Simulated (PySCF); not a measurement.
**CH₈Si₂: electronic excitations and core binding energies**

Aim: predict the electronic excitations and core binding energies of CH₈Si₂ (`[SiH3]C[SiH3]`).

Programs: PySCF 2.14.0, with density-fitted response routines of our own. Each step states its level of theory. These are calculated values for one molecule in the gas phase, unless marked as measured. Atoms are numbered from 0 throughout.

## 1. Starting geometry

11 atoms, charge 0, multiplicity 1; geometry from: GFN2-xTB.

Bonds of the start (Å): Si0–C1 1.90, C1–Si2 1.90, Si0–H3 1.47, Si0–H4 1.46, Si0–H5 1.46, C1–H6 1.09, C1–H7 1.09, Si2–H8 1.46, Si2–H9 1.46, Si2–H10 1.47.

## 2. Ultraviolet spectrum: B3LYP/def2-SVPD

Job settings and geometry (Å):

```
{"job": {"kind": "uv", "xc": "B3LYP", "basis": "def2-SVPD", "nstates": 8, "ntriplets": 3}, "charge": 0, "multiplicity": 1}
Si     1.453870     0.730513     0.011574
C      0.226297    -0.710577    -0.129818
Si    -1.605147    -0.252036     0.069726
H      2.821880     0.230989    -0.164366
H      1.174814     1.723238    -1.027602
H      1.340585     1.353536     1.331814
H      0.482043    -1.461685     0.618861
H      0.364408    -1.194505    -1.097836
H     -1.993230     0.705237    -0.968221
H     -1.829100     0.335467     1.392496
H     -2.430995    -1.457507    -0.062593
```

Method: TDDFT B3LYP/def2-SVPD, vertical, gas phase, core orbitals frozen in the response.

**Question.** This job is followed by: delta-SCF UKS SCAN, pcX-2 on the ionised atom, pcseg-1 elsewhere, spin-free X2C. What will the session give for the following? lowest singlet (B3LYP/def2-SVPD); brightest single state of those computed; lowest triplet; Si1s binding energies, SCAN/pcX-2; Si2p binding energies, SCAN/pcX-2; C1s binding energies, SCAN/pcX-2.

**Answer**, as computed:

```
                                quantity                        value
        lowest singlet (B3LYP/def2-SVPD)  7.50 eV (165 nm), f = 0.031
brightest single state of those computed  state 4, 8.25 eV, f = 0.208
                          lowest triplet                      7.13 eV
       Si1s binding energies, SCAN/pcX-2               Si0 1846.35 eV
       Si2p binding energies, SCAN/pcX-2                Si0 106.85 eV
        C1s binding energies, SCAN/pcX-2                 C1 289.92 eV
```

**Reading.** The first singlet state (HOMO→LUMO 0.99) lies at 7.50 eV and is weak; of the 8 states computed, the strongest absorption comes from state 4 at 8.25 eV. The lowest triplet lies 0.37 eV below the lowest singlet (triplets in Tamm-Dancoff, singlets in full TDDFT).
